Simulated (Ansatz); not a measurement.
The first iterations of a band of CH5N (7 atoms, charge 0, multiplicity 1).

Method: RKS CAM-B3LYP-D4/def2-mTZVP (Ansatz 0.2.0).

| Item | Value |
| --- | --- |
| movable images | 7 |
| climbing image | yes |
| spring | 5.0 eV/Å² |
| optimiser | quadratic models (default) |
| start path | through a guess of the saddle point |
| force threshold | 0.05 eV/Å |
| iteration limit | 60 |
| end points | relaxed |

Initial state:

```xyz
7
Properties=species:S:1:pos:R:3
C -0.477 -0.139 -0.283
N 0.803 0.391 0.173
H -0.986 -0.805 0.426
H -0.329 -0.690 -1.212
H -1.151 0.687 -0.507
H 1.452 -0.362 0.372
H 0.687 0.918 1.031
```

Final state:

```xyz
7
Properties=species:S:1:pos:R:3
C -0.866 -0.442 -0.144
N 0.584 0.092 -0.058
H -1.143 -0.619 0.901
H 0.894 0.292 -1.005
H -1.445 0.423 -0.484
H 1.171 -0.668 0.272
H 0.804 0.922 0.518
```

| iteration | highest image above the first end (eV) | largest band force component (eV/Å) |
| --- | --- | --- |
| 1 | 4.162 | 2.535 |
| 2 | 3.949 | 1.118 |
| 3 | 3.850 | 0.686 |

**Question.** Does the band converge within its limit, and where does its top end?

**Answer.** It converged. It ended after 9 iterations with the highest image 3.806 eV above the first end. Neighbouring images differ by up to 1.8 eV, so the band resolves the path poorly. A vibrational analysis at the climbing image gives one clearly imaginary mode, 1582i cm⁻¹: a first-order saddle point. The orbitals stay closed-shell, which can raise the energy where a bond breaks towards radicals; this wasn't checked here.

Run time: 57 s on 1 thread of Intel(R) Xeon(R) Platinum 8488C (Sapphire Rapids), on a shared host, peak memory 0.12 GiB.
